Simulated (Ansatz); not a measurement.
**Corundum (α-Al2O3): band gap by level of theory**

No measured value is used here.

```tsv
level (code)	value (eV)	cell (Å³/atom)
PBE (Ansatz)	6.25 (direct)	8.48
PBE-D4 (Ansatz)	6.09	8.59
r²SCAN (Ansatz)	7.15 (direct)	8.48
Hartree–Fock (Ansatz)	17.58 (direct)	8.48
```

Computed values are for a static lattice.  PBE-D4: the gap is read on the k mesh or supercell of the run alone and can be too large. Values are at the measured cell; PBE-D4 at the level's own equilibrium cell. Cutoffs and k meshes differ between the levels. Ansatz's density-functional and Hartree–Fock values are scalar-relativistic unless marked +SOC, with PAW data made under PBE.

Ansatz is an electronic-structure program.
